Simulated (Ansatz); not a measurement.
**Al2H2 (triplet): wave-function methods side by side at distance Al1–H3 = 1.437 Å, cc-pVDZ**

How much of the correlation energy of Al2H2 (triplet) does each wave-function method recover here?

Program: Ansatz 0.2.0, Gaussian basis. Level of theory: cc-pVDZ, core rule «outside noble gas», up to 10 orbitals frozen. These are calculated values, not measurements.

The runs, in order: UHF; CCSD(T) on ROHF; CCSD(T) on UHF; BCCD(T) on ROHF; CISD; CCSDT(Q) on ROHF; CCSDT(Q) on UHF; CASSCF and MRCISD+Q, 4 electrons in 4 orbitals; CASSCF and NEVPT2, 4 electrons in 4 orbitals; CASSCF and MRCISD+Q, 8 electrons in 10 orbitals; CASSCF and NEVPT2, 8 electrons in 10 orbitals.

20 further runs of the same task are left out: 16 that didn't finish, 4 set aside as unsound or not needed.

## (1) The system

The geometry derives from a PBE0/def2-TZVP stationary point (not a proven minimum). One bond is set to the value named and the two fragments are kept rigid.

4 atoms, charge 0, spin multiplicity 3.

Atoms are counted from 1 here; the program's logs count them from 0.

Bond lengths: Al1–Al2 2.300 Å, Al1–H3 1.437 Å, Al2–H4 1.575 Å. Angles: Al2–Al1–H3 180.0°, Al1–Al2–H4 180.0°.

## (2) UHF

The input, in.yaml:

```yaml
crystal:
  periodic: [false, false, false]
  atoms:
    - {symbol: Al, position_ang: [0.000000, 0.000000, 1.184392]}
    - {symbol: Al, position_ang: [0.000000, 0.000000, -1.115620]}
    - {symbol: H, position_ang: [0.000000, 0.000000, 2.621392]}
    - {symbol: H, position_ang: [0.000000, 0.000000, -2.690163]}
basis:
  gaussian: {orbitals: cc-pVDZ}
magnetization: {spin_polarized: true, initial_magnetization: 2}
hamiltonian: {xc: hf}
output: {orbitals: {seedname: orbitals}}
```

The run is started by

```bash
> ansatz run in.yaml --threads 1 --pin off --events-out ev --progress --plain --max-ram 2393MiB
```

The runs that follow: CCSD(T) on ROHF; CCSD(T) on UHF; BCCD(T) on ROHF; CISD; CCSDT(Q) on ROHF; CCSDT(Q) on UHF; CASSCF and MRCISD+Q, 4 electrons in 4 orbitals; CASSCF and NEVPT2, 4 electrons in 4 orbitals; CASSCF and MRCISD+Q, 8 electrons in 10 orbitals; CASSCF and NEVPT2, 8 electrons in 10 orbitals.

**Question.** What will the summary of the whole plan be? Wanted: UCCSDT(Q) below the RHF energy; RMP2 from UCCSDT(Q); UMP2 from UCCSDT(Q); RCCSD from UCCSDT(Q); RCCSD(T) from UCCSDT(Q); UCCSD(T) from UCCSDT(Q); RCCSDT(Q) from UCCSDT(Q); NEVPT2 pair from UCCSDT(Q); MRCISD+Q pair from UCCSDT(Q).

As calculated:

```
                         quantity                                                       value
   UCCSDT(Q) below the RHF energy                                                  -3.8468 eV
              RMP2 from UCCSDT(Q)                                                  +990.6 meV
              UMP2 from UCCSDT(Q)                                                 +1001.1 meV
             RCCSD from UCCSDT(Q)                                                  +164.4 meV
          RCCSD(T) from UCCSDT(Q)                                                   +43.7 meV
          UCCSD(T) from UCCSDT(Q)                                                   +44.0 meV
         RCCSDT(Q) from UCCSDT(Q)                                                    +0.2 meV
       NEVPT2 pair from UCCSDT(Q)                                                 +1017.9 meV
     MRCISD+Q pair from UCCSDT(Q)                                                   +24.9 meV
    NEVPT2 valence from UCCSDT(Q)                                                  +705.0 meV
levels within 1 kcal/mol (43 meV)  RCCSDT, UCCSDT, RCCSDT(Q), MRCISD+Q pair, MRCISD+Q valence
                    T1 diagnostic                                                       0.022
   effectively unpaired electrons                                                        2.03
```

RCCSD(T) misses by +43.7 meV, 1.1 % of the correlation energy. One determinant dominates. Of the multireference levels listed MRCISD+Q valence comes nearest in total energy (-7.4 meV), which doesn't show that its space is the better one. These misses are within one basis, not against nature; the frozen cores of restricted and unrestricted runs differ, which can shift their rows.
